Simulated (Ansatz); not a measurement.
# C2H3N, SMILES C1=NC1: a relaxed scan of one distance

With Ansatz's Python interface.

Input file `c2h3n.xyz`:
```text
6

C    -0.47860   -0.63310   -0.25220
N     0.43040   -1.07390    0.36400
C     0.30270    0.44970    0.14820
H    -1.38510   -0.66420   -0.82530
H     1.06770    0.84290   -0.53980
H     0.10500    1.01470    1.05890
```

The cells in order, each with its output:

```python
import ansatz as az
import numpy as np
```

```python
c2h3n = az.Crystal.molecule_from_extxyz("c2h3n.xyz")

calculation = (
    c2h3n.calculation()
    .basis(gaussian="def2-SVP")
    .functional("PBE")
)
symbols = [site.symbol for site in c2h3n.cartesian_sites]
pairs = [(0, 1), (0, 2), (0, 3), (1, 2), (2, 4), (2, 5)]
print("held (A)   E (eV)        ", "  ".join(f"{symbols[i]}{i}-{symbols[j]}{j}" for i, j in pairs))
for length in [1.0, 1.09, 1.18, 1.31, 1.47]:
    rep = calculation.relax(constraints=[az.DistanceConstraint((2, 5), at=length)], force_tolerance=0.02, max_steps=60).run().report
    xyz = np.array(rep["positions_ang"])
    print(f"{length:6.2f} {rep['free_energy_ev']:14.5f}  ", "  ".join(f"{np.linalg.norm(xyz[i] - xyz[j]):.3f}" for i, j in pairs))
```

    held (A)   E (eV)         C0-N1  C0-C2  C0-H3  N1-C2  C2-H4  C2-H5
    DeckWarning: relax.constraints: the input's atoms, or those drawn, lie off the distances that are held; a relaxation that starts there is brought onto them ahead of its first SCF, by positions alone, an atom by 4.49e-2 Å at the most. With the symmetry detection on, the symmetry is detected on the input's atoms as so [...]
      1.00    -3603.03934   1.264  1.458  1.102  1.554  1.105  1.000
      1.09    -3603.25683   1.265  1.456  1.102  1.550  1.106  1.090
      1.18    -3603.18444   1.267  1.453  1.102  1.543  1.106  1.180
      1.31    -3602.80637   1.269  1.447  1.102  1.532  1.105  1.310
      1.47    -3602.16049   1.272  1.439  1.101  1.519  1.104  1.470

Caveats:
- Total energies depend on the basis set; only differences at equal settings carry meaning.
- Warnings are shown shortened and without file and line.
- The energies are electronic: no zero-point or thermal terms, and the basis set is short of its limit.
- It ran for 80 s on 1 thread of Arm Neoverse N1, on a shared host, peak memory 0.18 GiB.
